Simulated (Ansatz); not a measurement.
The input, for Ansatz 0.2.0:

```yaml
crystal:
  periodic: [false, false, false]
  atoms:
    - {symbol: C, position_ang: [0.000000, 0.000000, 1.537200]}
    - {symbol: P, position_ang: [0.000000, 0.000000, -0.058500]}
    - {symbol: H, position_ang: [0.000000, 0.000000, -1.478700]}
basis:
  gaussian: {orbitals: 6-31G}
magnetization: {spin_polarized: false}
hamiltonian: {pseudopotentials: {relativity: scalar}}
correlation: {method: mp2, frozen_orbitals: {C: 20}}
scf: {lower_state_search: off}
```

```sh
$ ansatz run in.yaml --threads 1 --pin off --events-out ev --progress --plain --max-ram 2393MiB
```

(1) One thing in this input was set wrong on purpose, beside settings that are merely unusual. What is the gravest fault, and what does the program do?

## Answers

(1) Wrong frozen-orbital counts. How the run ends: refused.
```
these checks for a lower state are left out or cut short: stability, starts, cluster_reference, orbital_swaps, neighbouring_geometries, increment
Error: "frozen_orbitals" has no count for P
```
